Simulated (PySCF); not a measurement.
Point-charge models of `[H][Al]([H])[CH3]` (AlH2Me) against its computed dipole.

Coordinates (PBE0-D3(BJ)/def2-SVP, Å) and charges (e) from the PBE0/pcSseg-1 (pcSseg-2 on Al) density (PySCF):

```csv
atom,x,y,z,Mulliken,IAO,Hirshfeld,ESP-fitted
Al1,0.526,0.920,0.008,+0.6796,+0.7770,+0.5316,+0.9775
H2,2.120,0.934,0.026,-0.1994,-0.2136,-0.1775,-0.3380
H3,-0.250,2.311,-0.055,-0.1995,-0.2134,-0.1772,-0.3371
C4,-0.451,-0.775,0.022,-0.6841,-0.8106,-0.2799,-0.7302
H5,-0.539,-1.159,-1.011,+0.1304,+0.1558,+0.0362,+0.1477
H6,-1.476,-0.675,0.412,+0.1368,+0.1520,+0.0331,+0.1381
H7,0.070,-1.555,0.600,+0.1361,+0.1528,+0.0336,+0.1420
```

Problem. Compute μ = Σ q r for each scheme (1 e·Å = 4.803 D) and compare with the dipole of the full density.

Solution. The full density gives (-0.33, -0.58, 0.01) D, 0.67 D in size; dipole vectors point from the negative to the positive end.

```json
{"scheme": "Mulliken", "μx": "0.15", "μy": "0.25", "μz": "0.01", "size (D)": "0.29", "share of the full size (%)": "43", "angle to the full dipole (°)": "177"}
{"scheme": "IAO", "μx": "0.37", "μy": "0.62", "μz": "-0.04", "size (D)": "0.72", "share of the full size (%)": "108", "angle to the full dipole (°)": "177"}
{"scheme": "Hirshfeld", "μx": "0.04", "μy": "0.07", "μz": "0.00", "size (D)": "0.08", "share of the full size (%)": "11", "angle to the full dipole (°)": "177"}
{"scheme": "ESP-fitted", "μx": "-0.30", "μy": "-0.55", "μz": "-0.03", "size (D)": "0.63", "share of the full size (%)": "94", "angle to the full dipole (°)": "3"}
```

Problem. Which set comes closest?

Solution. Length of the difference vector: ESP-fitted 0.06 D, Hirshfeld 0.75 D, Mulliken 0.96 D, IAO 1.40 D. Closest: ESP-fitted. The schemes that divide the density aren't constrained to reproduce the dipole.

Problem. What is left for the Hirshfeld atoms' own dipoles?

Solution. The Hirshfeld atoms' densities add up to the full density, so μ = Σ q r + Σ (atomic dipoles). The atomic dipoles sum to (-0.33, -0.58, 0.01) − (0.04, 0.07, 0.00) = (-0.37, -0.65, 0.01) D, 0.75 D in size.

Problem. With the origin at the mean of the coordinates, (0.000, 0.000, 0.000) Å, which are the largest single terms, by size, of the Mulliken dipole along the direction of the full one?

Solution. Al1 -3.46, C4 -2.95, H3 +1.80, H2 +1.79, H6 +0.87 D; all 7 atoms together -0.29 D. The single terms depend on the origin, their sum doesn't.

Problem. Give the size of the full dipole in other units.

Solution. 0.67 D = 0.265 au = 0.140 e·Å = 2.24 × 10⁻³⁰ C·m.

Geometry: PBE0-D3(BJ)/def2-SVP; no solvent, vibrations or thermal averaging.

The run behind these numbers computed NMR shieldings as well. The run took 3.5 s of wall time on one thread, x86-64 server, shared host.
